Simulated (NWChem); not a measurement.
System: C2H6 anion, doublet; SMILES of the neutral closed-shell parent CC

The following NWChem deck was run.

```
start job
memory heap 200 mb stack 900 mb global 1100 mb
charge -1
geometry units angstroms noautoz
  C      0.000000     0.000000     0.766327
  C      0.000000     0.000000    -0.766327
  H     -0.730139     0.730139     1.160625
  H      0.997388     0.267249     1.160625
  H     -0.267249    -0.997388     1.160625
  H     -0.997388    -0.267249    -1.160625
  H      0.730139    -0.730139    -1.160625
  H      0.267249     0.997388    -1.160625
end
basis spherical
  * library def2-svpd
end
dft
  odft
  mult 2
  xc xpbe96 cpbe96
  iterations 150
  mulliken
end
task dft energy
```

In the optimisation the excess spin sits in a1g (D3d, its own frame). All runs use the structure optimised with B3LYP/def2-SVPD, spin-unrestricted. The spin multiplicity was typed, not searched, and may not be the lowest. No stability test was run on the SCF state. The highest occupied level is positive, so the extra electron may be held by the finite basis.

Task: Predict the main results of this run. (PBE/def2-SVPD, spin-unrestricted.) Quantities: energy (Ha); highest occupied level (eV); lowest empty minus highest occupied level, either spin (eV); <S²>.

Result: energy (Ha): -79.58
highest occupied level (eV): 3.66
lowest empty minus highest occupied level, either spin (eV): 0.54
<S²>: 0.750
